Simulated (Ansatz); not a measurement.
in.yaml

```yaml
crystal:
  periodic: [false, false, false]
  atoms:
    - {symbol: Ga, position_ang: [-0.000007, -0.263635, 2.103509]}
    - {symbol: P, position_ang: [0.000002, -0.446508, -0.341417]}
    - {symbol: P, position_ang: [-0.000010, -0.209151, -2.268564]}
    - {symbol: H, position_ang: [0.000015, 0.919293, 0.506472]}
basis:
  gaussian: {orbitals: STO-3G}
magnetization: {spin_polarized: false, initial_magnetization: 2}
correlation: {method: fic_nevpt4_sd, electrons: outside_noble_gas, active_space: {window: {electrons: 2, orbitals: 3}, states: [{multiplicity: 3, weights: [1, 1, 0.5, 1]}], root: 3}}
accuracy: high
```

```sh
$ ansatz run in.yaml --threads 1 --pin off --events-out ev --progress --plain --max-ram 2393MiB
```

The program prints:

```
571 factors; integrals over basis functions are off by at most 3.3e-8 eV
mean field evaluation 1: about -70069.9097 eV, gradient 8.5e0 eV
mean field evaluation 2: about -70069.9541 eV, gradient 8.6e0 eV
mean field evaluation 4: about -70071.0961 eV, gradient 3.4e0 eV
mean field evaluation 8: about -70071.6416 eV, gradient 6.5e-1 eV
mean field evaluation 16: about -70071.7947 eV, gradient 1.6e-1 eV
mean field evaluation 32: about -70071.8107 eV, gradient 6.8e-4 eV
mean field evaluation 64: about -70071.8058 eV, gradient 5.9e-1 eV
mean field evaluation 96: about -70071.7339 eV, gradient 7.6e-1 eV
mean field evaluation 128: about -70071.7153 eV, gradient 6.3e0 eV
mean field evaluation 160: about -70075.8023 eV, gradient 8.0e-2 eV
mean field evaluation 192: about -70073.8619 eV, gradient 1.4e0 eV
mean field evaluation 224: about -70075.7955 eV, gradient 9.8e-2 eV
mean field -70075.79920316 eV, -2575.2381216335 hartree, gradient 7.3e-8 eV, S^2 2.000000; 20 other end points of the search recorded, 0 dependent functions left out
reference -70075.79920316 eV, -2575.2381216335 hartree; 32, 30 occupied and 5, 7 virtual orbitals, 571 factors
Error: 4 states are sought, and the space of determinants holds 3 states of this symmetry and spin
```

The run gave no result to rely on (stopped by an error).

Ran on 1 thread of Intel Xeon Platinum 8488C, shared host: 6 s wall, 0.22 GiB peak host memory.
